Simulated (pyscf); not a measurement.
# Four-centre exchange: Cl–W(Cl)(Cl)(Cl)(Cl)–Cl + ammonia (NH₃) → H₂N–W(Cl)(Cl)(Cl)(Cl)–Cl + hydrogen chloride (HCl)

Gas phase, singlet surface, charge 0. Bonds broken: W1–Cl2, N8–H9. Bonds formed: W1–N8, Cl2–H9. Single points on ωB97X-D3(BJ)/def2-SVP structures (PySCF, gas phase).

Transition state (Å):

```xyz
11

W     -0.5953    -0.0619    -0.4634
Cl     0.7766     1.8082     1.8041
Cl    -0.3753    -1.3079    -2.3796
Cl    -2.8216    -0.5078    -1.0607
Cl    -1.0274    -1.2121     1.4554
Cl     0.0269     1.8140    -1.5559
Cl     1.5535    -0.7491    -0.1663
N     -1.6734     1.4050     0.5819
H     -0.6099     1.8055     1.3308
H     -2.0408     2.1556    -0.0031
H     -2.4352     1.0296     1.1472
```

One imaginary mode, 877i cm⁻¹; descent along it reached the two sides named, in the forms told below.

| bond | change | reactant side (Å) | saddle | product side |
|---|---|---|---|---|
| W1–Cl2 | breaks | 2.360 | 3.2 | 4.4 |
| N8–H9 | breaks | 1.023 | 1.361 | 2.9 |
| W1–N8 | forms | 2.294 | 2.099 | 1.929 |
| Cl2–H9 | forms | 2.415 | 1.465 | 1.294 |

Electronic energies relative to the separated reactants (kJ/mol):

```json
[
 {"level": "ωB97X-D3(BJ)/def2-TZVP", "barrier": "86.2", "reaction energy": "+9.5", "reverse barrier": "76.7"},
 {"level": "PBE/def2-TZVP", "barrier": "92.2", "reaction energy": "+16.9", "reverse barrier": "75.3"},
 {"level": "r²SCAN/def2-TZVP", "barrier": "90.7", "reaction energy": "+15.0", "reverse barrier": "75.7"},
 {"level": "B3LYP-D3(BJ)/def2-TZVP", "barrier": "88.6", "reaction energy": "+10.6", "reverse barrier": "78.0"},
 {"level": "PBE0-D3(BJ)/def2-TZVP", "barrier": "82.0", "reaction energy": "+9.6", "reverse barrier": "72.4"},
 {"level": "M06-2X/def2-TZVP", "barrier": "70.8", "reaction energy": "-4.7", "reverse barrier": "75.5"},
 {"level": "ωB97M-D3(BJ)/def2-TZVP", "barrier": "83.4", "reaction energy": "-4.7", "reverse barrier": "88.1"},
 {"level": "HF/def2-TZVP", "barrier": "154.1", "reaction energy": "-10.8", "reverse barrier": "164.9"}
]
```

With ωB97M-D3(BJ)/def2-TZVP energies and thermal terms (ideal gas, 1 atm, RRHO with modes under 100 cm⁻¹ raised to 100, one conformer, R ln 2 for rigid chiral ones), in kJ/mol:

| T (K) | ΔH‡ | ΔG‡ | ΔH | ΔG |
|---|---|---|---|---|
| 298 | 74.6 | 116.9 | -11.4 | -14.8 |
| 600 | 75.7 | 159.6 | -9.5 | -18.9 |
| 900 | 79.2 | 200.9 | -7.1 | -24.2 |
| 1200 | 83.1 | 240.8 | -5.0 | -30.2 |

On the reactant side the descent ends in an adduct with a N–W contact, 20.2 kJ/mol under the separated species and 106.4 kJ/mol under the saddle at ωB97X-D3(BJ)/def2-TZVP. On the product side the descent ends in a complex, 22.2 kJ/mol under the separated species and 98.9 kJ/mol under the saddle at ωB97X-D3(BJ)/def2-TZVP. What is counted as formed (N–W) is already present as a longer contact in the reactant adduct; forming that adduct is a step of its own. This is the saddle that the search found; another between the same sides may lie lower. Elements past Kr carry the def2 core potentials, without spin-orbit coupling.
